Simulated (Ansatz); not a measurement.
## CH7BSi, SMILES B[SiH2]C: a single point in a Gaussian basis

Run with Ansatz 0.2.0 through its Python package.

`ch7bsi.py`:
```python
import json
import sys
import warnings

import ansatz as az
import numpy as np
import pandas as pd

BASIS_SET = "6-31G*"

GEOMETRY = """
B    -1.18000    0.41970   -1.16500
Si    0.26050    0.67740    0.04220
C     0.63460   -0.96030    0.82020
H    -1.65380   -0.58580   -1.32020
H    -1.63500    1.38740   -1.79680
H    -0.09390    1.66720    1.08600
H     1.46320    1.16860   -0.69540
H     0.97650   -1.67840    0.04040
H     1.52510   -0.81870    1.57310
H    -0.21410   -1.32830    1.41840
"""

warnings.simplefilter("ignore", az.DeckWarning)

geometry = az.Crystal.molecule()
for line in GEOMETRY.strip().splitlines():
    symbol, *xyz = line.split()
    geometry = geometry.atom(symbol, [float(v) for v in xyz])

calculation = geometry.calculation().basis(gaussian=BASIS_SET).functional(az.LibraryFunctional("B97")).forces()
try:
    rep = calculation.run(threads=1).report
except az.AnsatzError as error:
    sys.exit(f"{type(error).__name__}: {error}")

for key in ("converged", "free_energy_ev", "reference_energy_ev", "n_frozen", "n_occupied", "n_virtual"):
    print(f"{key:22s} {rep[key]}")

symbols = [site.symbol for site in geometry.cartesian_sites]
forces = np.array(rep["forces_ev_ang"])
print("largest force", round(float(np.linalg.norm(forces, axis=1).max()), 4), "eV/A, rms", round(float(np.sqrt((forces ** 2).mean())), 4))

charges = rep["charge_distribution"]
table = pd.DataFrame({"atom": symbols, "mulliken": charges["mulliken_charges_e"], "lowdin": charges["lowdin_charges_e"]})
print(table.round(3).to_string())
print("dipole (e A):", np.round(charges["dipole_moment_e_ang"], 4) + 0.0)
with open("ch7bsi.json", "w") as handle:
    json.dump({k: rep[k] for k in ("free_energy_ev", "reference_energy_ev", "n_occupied", "n_virtual")}, handle, indent=1)
```

`python ch7bsi.py` gives:
```text
converged              True
free_energy_ev         -9701.60706103708
reference_energy_ev    -9701.60706103708
n_frozen               0
n_occupied             [16, 16]
n_virtual              [47, 47]
largest force 3.3739 eV/A, rms 1.0289
  atom  mulliken  lowdin
0    B    -0.062  -0.146
1   Si     0.327   0.225
2    C    -0.683  -0.499
3    H     0.026   0.046
4    H    -0.007   0.040
5    H    -0.059  -0.052
6    H    -0.061  -0.052
7    H     0.179   0.149
8    H     0.159   0.143
9    H     0.182   0.147
dipole (e A): [-0.0037 -0.1234  0.0347]
```

File `ch7bsi.json` afterwards:
```json
{
 "free_energy_ev": -9701.60706103708,
 "reference_energy_ev": -9701.60706103708,
 "n_occupied": [
  16,
  16
 ],
 "n_virtual": [
  47,
  47
 ]
}
```

Reading the output:
- Total energies depend on the basis set; only differences at equal settings carry meaning.
- The geometry is a force-field or estimated start, not a minimum of this method, and the basis set is short of its limit.
- The Löwdin charges here are taken after orthogonalising the functions within each atom; they differ from plain Löwdin charges, and their signs can be unphysical.
- Wall time of the script: 4.4 s on 1 thread of Arm Neoverse V2, with other jobs on the host, peak memory 0.26 GiB.
